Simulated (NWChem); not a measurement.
Everything below was run with NWChem. System: Cl₂, charge 0, spin multiplicity 1, displaced from the optimised geometry. Level: CCSD(T)/cc-pVDZ, 10 core orbitals frozen, spin-restricted.

Output (cleaned and shortened):

```
             Northwest Computational Chemistry Package (NWChem) 7.3.0
             --------------------------------------------------------

                                NWChem Input Module
                                -------------------

 Scaling coordinates for geometry "geometry" by  1.889725989
 (inverse scale =  0.529177249)

                             Geometry "geometry" -> ""
                             -------------------------

 Output coordinates in angstroms (scale by  1.889725989 to convert to a.u.)

  No.       Tag          Charge          X              Y              Z
 ---- ---------------- ---------- -------------- -------------- --------------
    1 Cl                  17.0000     0.00000000     0.00000000     2.02553600
    2 Cl                  17.0000     0.00000000     0.00000000    -1.01276800

 Effective nuclear repulsion energy (a.u.)      50.3347344311

            Nuclear Dipole moment (a.u.)
            ----------------------------
        X                 Y               Z
 ---------------- ---------------- ----------------
     0.0000000000     0.0000000000    32.5355181700


 Summary of "ao basis" -> "" (spherical)
 ------------------------------------------------------------------------------
       Tag                 Description            Shells   Functions and Types
 ---------------- ------------------------------  ------  ---------------------
 *                          cc-pvdz                   on all atoms

 Summary of "ao basis" -> "ao basis" (spherical)
 ------------------------------------------------------------------------------
       Tag                 Description            Shells   Functions and Types
 ---------------- ------------------------------  ------  ---------------------
 Cl                         cc-pvdz                  8       18   4s3p1d

                                 NWChem SCF Module
                                 -----------------

  ao basis        = "ao basis"
  functions       =    36
  atoms           =     2
  closed shells   =    17
  open shells     =     0
  charge          =   0.00
  wavefunction    = RHF
  use symmetry    = F
  symmetry adapt  = F

 Summary of "ao basis" -> "ao basis" (spherical)
 ------------------------------------------------------------------------------
       Tag                 Description            Shells   Functions and Types
 ---------------- ------------------------------  ------  ---------------------
 Cl                         cc-pvdz                  8       18   4s3p1d

 Forming initial guess at       0.0s

      Superposition of Atomic Density Guess
      -------------------------------------

 Sum of atomic energies:        -918.95009295

      Non-variational initial energy
      ------------------------------

 Total energy =    -918.559329
 1-e energy   =   -1370.516503
 2-e energy   =     401.622440
 HOMO         =      -0.413008
 LUMO         =      -0.362594

 Starting SCF solution at       0.6s

 ----------------------------------------------
         Quadratically convergent ROHF

 Convergence threshold     :          1.000E-07
 Maximum no. of iterations :          100
 Final Fock-matrix accuracy:          1.000E-09
 ----------------------------------------------

              iter       energy          gnorm     gmax       time
             ----- ------------------- --------- --------- --------
                 1     -918.8307502367  2.45D-01  1.44D-01      0.6
                 2     -918.8375761539  6.94D-02  4.88D-02      0.6
                 3     -918.8382242944  1.52D-03  9.58D-04      0.6
                 4     -918.8382245477  1.65D-06  9.35D-07      0.7
                 5     -918.8382245477  8.15D-09  3.17D-09      0.7

       Final RHF  results
       ------------------

         Total SCF energy =   -918.838224547709
      One-electron energy =  -1369.562413033784
      Two-electron energy =    400.389454054986
 Nuclear repulsion energy =     50.334734431088

        Time for solution =      0.0s

             Final eigenvalues
             -----------------

              1
    1 -104.9232
    2 -104.9232
    3  -10.6393
    4  -10.6393
    5   -8.1069
    6   -8.1069
    7   -8.1022
[...]
 ****************************************************************************

 level of theory    ccsd(t)
 number of core        10
 number of occupied     7
 number of virtual     19
 number of deleted      0
 total functions       36
 number of shells      16
 basis label          566

   ***** ccsd parameters *****
   iprt   =     0
   convi  =  0.100E-05
   maxit  =    60
   mxvec  =     5
 memory            104853748
  Using  1 OpenMP thread(s) in CCSD
  IO offset    20.000000000000000
  IO error message >End of File
  file_read_ga: failing reading from ./mol.t2
  Failed reading restart vector from ./mol.t2
  Using MP2 initial guess vector

-------------------------------------------------------------------------
 iter     correlation     delta       rms       T2     Non-T2      Main
             energy      energy      error      ampl     ampl      Block
                                                time     time      time
-------------------------------------------------------------------------
   1     -0.3258319449 -3.258D-01  1.106D-01     1.02     0.00     1.01
   2     -0.3394278881 -1.360D-02  1.079D-01     1.02     0.00     1.01
   3     -0.3425199838 -3.092D-03  1.624D-02     1.02     0.00     1.01
   4     -0.3457723740 -3.252D-03  3.624D-03     1.02     0.00     1.01
   5     -0.3458301730 -5.780D-05  1.027D-03     1.02     0.00     1.01
   6     -0.3458407441 -1.057D-05  9.207D-04     1.12     0.00     1.11
   7     -0.3458251179  1.563D-05  6.723D-04     1.11     0.00     1.10
   8     -0.3458426682 -1.755D-05  3.599D-04     1.09     0.00     1.08
   9     -0.3458423952  2.729D-07  1.020D-04     0.69     0.00     0.69
  10     -0.3458426966 -3.014D-07  8.475D-05     0.64     0.00     0.64
  11     -0.3458424631  2.335D-07  1.253D-05     0.65     0.00     0.64
  12     -0.3458418434  6.197D-07  1.072D-05     0.65     0.00     0.64
  13     -0.3458416951  1.484D-07  6.891D-07     0.65     0.00     0.64
                  *************converged*************
-------------------------------------------------------------------------

 -----------
 CCSD Energy
 -----------
 Reference energy:            -918.838224547709160
 CCSD corr. energy:             -0.345841695065150
 Total CCSD energy:           -919.184066242774293

 --------------------------------
 Spin Component Scaled (SCS) CCSD
 --------------------------------
 Same spin contribution:                 -0.061312110932189
 Same spin scaling factor:                1.130000000000000
 Opposite spin contribution:             -0.284529584132961
 Opposite spin scaling fact.:             1.270000000000000
 SCS-CCSD correlation energy:            -0.430635257202234
 Total SCS-CCSD energy:                -919.268859804911358
 memory            104853748

*********triples calculation*********

nkpass=    1; nvpass=    1; memdrv=          19285; memtrn=         489007; memavail=      104853596
 memory available/node                      104853596
 total number of virtual orbitals        19
 number of virtuals per integral pass    19
 number of integral evaluations           1
 number of occupied per triples pass      7
 number of triples passes                 1

 commencing integral evaluation        1 at          13.03
  symmetry use  F
task         2 out of       136 done   1%  at       0.0 secs
task         7 out of       136 done   5%  at       0.0 secs
task        14 out of       136 done  10%  at       0.0 secs
task        21 out of       136 done  15%  at       0.1 secs
task        28 out of       136 done  20%  at       0.1 secs
task        34 out of       136 done  25%  at       0.2 secs
task        41 out of       136 done  30%  at       0.2 secs
task        48 out of       136 done  35%  at       0.2 secs
task        55 out of       136 done  40%  at       0.3 secs
task        62 out of       136 done  45%  at       0.3 secs
task        68 out of       136 done  50%  at       0.3 secs
task        75 out of       136 done  55%  at       0.4 secs
task        82 out of       136 done  60%  at       0.4 secs
task        89 out of       136 done  65%  at       0.5 secs
task        96 out of       136 done  70%  at       0.5 secs
task       102 out of       136 done  75%  at       0.6 secs
task       109 out of       136 done  80%  at       0.6 secs
task       116 out of       136 done  85%  at       0.6 secs
task       123 out of       136 done  90%  at       0.7 secs
task       130 out of       136 done  95%  at       0.7 secs
task       136 out of       136 done 100%  at       0.8 secs
 commencing triples evaluation - blocking       1
 ccsd(t): done        1 out of       19 progress:    5.3%
 ccsd(t): done        2 out of       19 progress:   10.5%
 ccsd(t): done        3 out of       19 progress:   15.8%
 ccsd(t): done        4 out of       19 progress:   21.1%
 ccsd(t): done        5 out of       19 progress:   26.3%
 ccsd(t): done        6 out of       19 progress:   31.6%
 ccsd(t): done        7 out of       19 progress:   36.8%
 ccsd(t): done        8 out of       19 progress:   42.1%
 ccsd(t): done        9 out of       19 progress:   47.4%
 ccsd(t): done       10 out of       19 progress:   52.6%
 ccsd(t): done       11 out of       19 progress:   57.9%
 ccsd(t): done       12 out of       19 progress:   63.2%
 ccsd(t): done       13 out of       19 progress:   68.4%
 ccsd(t): done       14 out of       19 progress:   73.7%
 ccsd(t): done       15 out of       19 progress:   78.9%
 ccsd(t): done       16 out of       19 progress:   84.2%
 ccsd(t): done       17 out of       19 progress:   89.5%
 ccsd(t): done       18 out of       19 progress:   94.7%
 ccsd(t): done       19 out of       19 progress:  100.0%
 Time for integral evaluation pass     1        0.81
 Time for triples evaluation pass      1        0.04

 pseudo-e(mp4)  -0.23261824822879E-01
 pseudo-e(mp5)   0.52670448915549E-03
        e(t)    -0.22735120333723E-01

 --------------
 CCSD(T) Energy
 --------------
 Reference energy:                    -918.838224547709160

 CCSD corr. energy:                     -0.345841695065150
 T(CCSD) corr. energy:                  -0.023261824822879
 Total CCSD+T(CCSD) energy:           -919.207328067597246

 CCSD corr. energy:                     -0.345841695065150
 (T) corr. energy:                      -0.022735120333723
 Total CCSD(T) energy:                -919.206801363108070

 routine      calls  cpu(0)   cpu-min  cpu-ave  cpu-max   i/o
 aoccsd          1     0.00     0.00     0.00     0.00    0.00
 iterdrv         1     0.00     0.00     0.00     0.00    0.00
 pampt          13     0.01     0.01     0.01     0.01    0.00
 t2pm           13     0.02     0.02     0.02     0.02    0.00
 sxy            13     0.05     0.05     0.05     0.05    0.00
 ints       236834    11.13    11.13    11.13    11.13    0.00
 t2eri        1768     0.28     0.28     0.28     0.28    0.00
 idx2         1768     0.09     0.09     0.09     0.09    0.00
 idx34          13     0.01     0.01     0.01     0.01    0.00
 ht2pm          13     0.03     0.03     0.03     0.03    0.00
 itm            13     0.06     0.06     0.06     0.06    0.00
 pdiis          13     0.00     0.00     0.00     0.00    0.00
 triples         1     0.00     0.00     0.00     0.00    0.00
 rdtrpo          1     0.00     0.00     0.00     0.00    0.00
 trpmos          1     0.81     0.81     0.81     0.81    0.00
 trpdrv          1     0.01     0.01     0.01     0.01    0.00
 dovvv        7448     0.01     0.01     0.01     0.01    0.00
 doooo        7448     0.01     0.01     0.01     0.01    0.00
 tengy        6517     0.01     0.01     0.01     0.01    0.00
 Total                12.51    12.51    12.51    12.51    0.00

 Task  times  cpu:       14.5s     wall:       14.5s

 Total times  cpu:       14.6s     wall:       14.6s
```

Write an NWChem input that would produce this output.

This is not unique; one that fits is 
```
start mol
memory heap 100 mb stack 700 mb global 1900 mb
geometry units angstroms nocenter noautoz noautosym
  Cl     0.000000     0.000000     2.025536
  Cl     0.000000     0.000000    -1.012768
end
basis spherical
  * library cc-pvdz
end
scf
  rhf
  nopen 0
  maxiter 100
  thresh 1e-7
  semidirect memsize 60000000 filesize 0
end
ccsd
  freeze core 10
  maxiter 60
end
task ccsd(t) energy
```
